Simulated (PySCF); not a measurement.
## Dipole moment and polarisability across levels of theory

Species: CCl3F.
SMILES: `FC(Cl)(Cl)Cl`

PySCF, dipoles from the SCF density, polarisabilities from static response with core orbitals frozen. Geometry: PBE0-D3(BJ)/def2-SVP; no solvent, vibrations or thermal averaging.

Question: How do dipole and polarisability depend on functional and basis here?

Answer: 

```csv
level,μ (D),error (%),α (Å³),error (%),anisotropy (Å³)
LDA/def2-SVPD,0.306,-33.6,8.75,+6.0,2.24
PBE/def2-SVPD,0.261,-43.3,8.73,+5.8,2.23
B3LYP/def2-SVPD,0.362,-21.2,8.45,+2.5,2.15
PBE0/def2-SVPD,0.331,-28.1,8.34,+1.1,2.11
BHandHLYP/def2-SVPD,0.436,-5.2,8.11,-1.6,2.06
CAM-B3LYP/def2-SVPD,0.394,-14.3,8.30,+0.6,2.05
wB97X-D/def2-SVPD,0.325,-29.4,8.24,-0.1,2.05
LC-wPBE/def2-SVPD,0.339,-26.3,8.09,-1.9,1.94
HF/def2-SVPD,0.467,+1.6,7.81,-5.3,1.99
PBE0/6-31G*,0.176,-61.7,5.90,-28.5,2.43
PBE0/def2-SVP,0.301,-34.5,5.54,-32.9,2.17
PBE0/6-31+G*,0.340,-26.0,7.08,-14.2,2.22
PBE0/aug-cc-pVDZ,0.312,-32.1,8.24,-0.2,2.17
PBE0/def2-TZVP,0.314,-31.7,7.19,-12.8,2.28
PBE0/def2-TZVPD,0.327,-28.9,8.50,+3.0,2.18
PBE0/aug-cc-pVTZ,0.313,-32.0,8.44,+2.3,2.18
```

Reference dipole: 0.460 D (measured, gas; NIST CCCBDB Release 22 (SRD 101), experimental dipoles). Reference polarisability: 8.249 Å³ (measured, gas; NIST CCCBDB Release 22 (SRD 101), experimental polarizabilities). The anisotropy is √(½[(α1 − α2)² + (α2 − α3)² + (α3 − α1)²]). For the dipole, the smallest error is 1.6% (HF/def2-SVPD) and the largest 61.7% (PBE0/6-31G*). For the polarisability, the smallest error is 0.1% (wB97X-D/def2-SVPD) and the largest 32.9% (PBE0/def2-SVP). The dipole runs from 0.18 D (PBE0/6-31G*) to 0.47 D (HF/def2-SVPD). In one basis (def2-SVPD) the functionals order the polarisability from HF (lowest) to LDA (highest), a spread of 12%. With PBE0 the polarisability is 6.21 Å³ without diffuse functions (mean of 6-31G*, def2-SVP and def2-TZVP) and 8.12 Å³ with them (mean of 6-31+G*, def2-SVPD, aug-cc-pVDZ, def2-TZVPD and aug-cc-pVTZ). Measured values can belong to vibrating molecules; the computed ones are for one fixed geometry.
